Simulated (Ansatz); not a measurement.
`CC(F)CF` and `CC(O)(F)CF` differ in one atom or group.

Ansatz, PBE0-D4/def2-TZVP geometries, multiplicity 1. Each molecule was computed in one conformer, which needn't be the lowest.

```
                                      property  `CC(F)CF`
zero-point energy (PBE0-D4/def2-TZVP) / kJ/mol      233.8
           LUMO energy (B3LYP/def2-TZVPP) / eV       0.80
size of the dipole moment (PBE/def2-TZVPP) / D       2.71
         HOMO–LUMO gap (B3LYP/def2-TZVPP) / eV       9.86
          HOMO–LUMO gap (PBE0/def2-TZVPP) / eV      10.43
           HOMO energy (B3LYP/def2-TZVPP) / eV      -9.06
```

**Question.** Give the same properties after the change, and the shifts. (Best estimate.)

**Answer.** Ansatz gave: 
```json
{"property": "zero-point energy (PBE0-D4/def2-TZVP) / kJ/mol", "`CC(O)(F)CF`": "245.8", "shift": "12.0"}
{"property": "LUMO energy (B3LYP/def2-TZVPP) / eV", "`CC(O)(F)CF`": "0.76", "shift": "-0.04"}
{"property": "size of the dipole moment (PBE/def2-TZVPP) / D", "`CC(O)(F)CF`": "2.07", "shift": "-0.64"}
{"property": "HOMO–LUMO gap (B3LYP/def2-TZVPP) / eV", "`CC(O)(F)CF`": "9.52", "shift": "-0.34"}
{"property": "HOMO–LUMO gap (PBE0/def2-TZVPP) / eV", "`CC(O)(F)CF`": "10.12", "shift": "-0.31"}
{"property": "HOMO energy (B3LYP/def2-TZVPP) / eV", "`CC(O)(F)CF`": "-8.75", "shift": "0.31"}
```

The zero-point energy changes by 12.0 kJ/mol with +3 modes. Dipoles are sizes alone; their direction can turn.

B3LYP here is the variant with VWN-RPA as its local correlation; programs differ in this.
